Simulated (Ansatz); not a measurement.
# Which isomer of FH2NSi gives these data?

These gas-phase data were calculated for one isomer of FH2NSi at PBE0-D3(BJ)/pcseg-1 (harmonic, unscaled wavenumbers; equilibrium rotational constants with average atomic masses):

| Quantity | Value |
| --- | --- |
| rotational constants | 23.94, 8.574, 6.313 GHz |
| all wavenumbers above 1500 cm⁻¹ | 3679, 3556, 1534 |
| dipole moment | 2.45 D (PBE0/def2-TZVPD) |

Candidates:

(1) `[H]/N=[SiH]\F`, a singlet
(2) `N[Si]F`, a singlet

Question: Which candidate do the data belong to?

Answer: Candidate (2). No mode falls between 2000 and 2380 cm⁻¹, where the Si–H stretch of (1) would stand.

The same quantities for all candidates:

|  | rotational constants (GHz) | wavenumbers above 1500 cm⁻¹ | dipole (D) | E above the lowest, PBE0-D3(BJ)/pcseg-1 (kcal/mol) |
| --- | --- | --- | --- | --- |
| (1) | 44.14, 6.941, 5.998 | 3680, 2380 | 1.12 | 25.5 |
| (2) | 23.94, 8.574, 6.313 | 3679, 3556, 1534 | 2.45 | 0.0 |

Each candidate is one conformer. Programs: Ansatz 0.2.0.
